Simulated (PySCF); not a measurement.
# From one method to the next for NaC⁺

Aim: see what other levels and later steps give for NaC⁺.

Program: PySCF 2.14.0. Level of theory: each script names its method and basis. These are calculated values, not measurements.

2 further runs of the same task are left out: 2 that didn't finish.

## 1. Starting geometry

NaC⁺: 2 atoms, charge 1, spin multiplicity 1.

Bond lengths: Na1–C2 2.743 Å.

## 2. Base script

File input.py:

```python
from pyscf import gto, dft

mol = gto.M(
    atom='Na 0 0 0; C 0 0 2.743',
    basis='jorge-dzp-dkh',
    charge=1,
    spin=0,
    symmetry=True,
    verbose=4,
)
mf = dft.RKS(mol, xc='b3lyp')
mf = mf.sfx2c1e()
mf.kernel()
mf.analyze()
print('orbital energies (hartree):', mf.mo_energy[..., max(0, mol.nelec[1]-3):mol.nelec[0]+3].round(4))
```

Command:

```console
$ OMP_NUM_THREADS=1 python input.py
```

## 3. B3pw91

Variant 1 changes functional: b3lyp → b3pw91.

Changes to input.py since step 2:

```diff
@@ -10,3 +10,3 @@
 )
-mf = dft.RKS(mol, xc='b3lyp')
+mf = dft.RKS(mol, xc='b3pw91')
 mf = mf.sfx2c1e()
```

## 4. Polarisability

Variant 2 changes step after the SCF: analyze → polarizability.

Changes to input.py since step 2:

```diff
@@ -1,2 +1,3 @@
 from pyscf import gto, dft
+from pyscf.prop.polarizability import rhf as pol
 
@@ -13,3 +14,5 @@
 mf.kernel()
-mf.analyze()
+print('polarizability (a.u.)')
+print(pol.Polarizability(mf).polarizability().round(4))
+mf.dip_moment()
 print('orbital energies (hartree):', mf.mo_energy[..., max(0, mol.nelec[1]-3):mol.nelec[0]+3].round(4))
```

## 5. CCSD(T) (RHF)

Variant 3 changes step after the SCF: analyze → ccsd(t); SCF type: RKS → RHF; functional: b3lyp → none (Hartree–Fock); frozen orbitals: none → 2.

File input.py:

```python
from pyscf import gto, scf, cc

mol = gto.M(
    atom='Na 0 0 0; C 0 0 2.743',
    basis='jorge-dzp-dkh',
    charge=1,
    spin=0,
    symmetry=True,
    verbose=4,
)
mf = scf.RHF(mol)
mf = mf.sfx2c1e()
mf.kernel()
mycc = cc.CCSD(mf, frozen=2)
mycc.kernel()
mycc.ccsd_t()
mf.dip_moment()
print('orbital energies (hartree):', mf.mo_energy[..., max(0, mol.nelec[1]-3):mol.nelec[0]+3].round(4))
```

## 6. Mn15l

Variant 4 changes functional: b3lyp → mn15l.

Changes to input.py since step 2:

```diff
@@ -10,3 +10,3 @@
 )
-mf = dft.RKS(mol, xc='b3lyp')
+mf = dft.RKS(mol, xc='mn15l')
 mf = mf.sfx2c1e()
```

## 7. Stability test

Variant 5 changes step after the SCF: analyze → stability; point-group symmetry: on → off.

Changes to input.py since step 2:

```diff
@@ -7,3 +7,2 @@
     spin=0,
-    symmetry=True,
     verbose=4,
@@ -13,3 +12,4 @@
 mf.kernel()
-mf.analyze()
+mf.stability(internal=True, external=True)
+mf.dip_moment()
 print('orbital energies (hartree):', mf.mo_energy[..., max(0, mol.nelec[1]-3):mol.nelec[0]+3].round(4))
```

**Question.** What will these runs give? Wanted: for each run, E(SCF); from base; gap; after the SCF.

**Answer**, as computed:

```tsv
run	E(SCF) (hartree)	from base (eV)	cycles	gap (eV)	after the SCF
base	-200.132101	0	7	2.07	n/a
b3pw91	-200.062999	not comparable	7	2.04	n/a
polarisability	-200.132101	0.0000	7	2.07	n/a
CCSD(T) (RHF)	-199.512300	not comparable	9	10.87	CCSD(T) correlation -3.714 eV, core frozen
mn15l	-200.090493	not comparable	7	0.89	n/a
stability test	-200.132101	0.0000	7	2.07	unstable: real -> complex, RHF/RKS -> UHF/UKS
```

In words: The gap between the frontier levels is 0.9 eV with mn15l (0 % exact exchange) and 2.1 eV with b3lyp (20 %): exact exchange opens it. A lower total energy from another functional means nothing by itself.
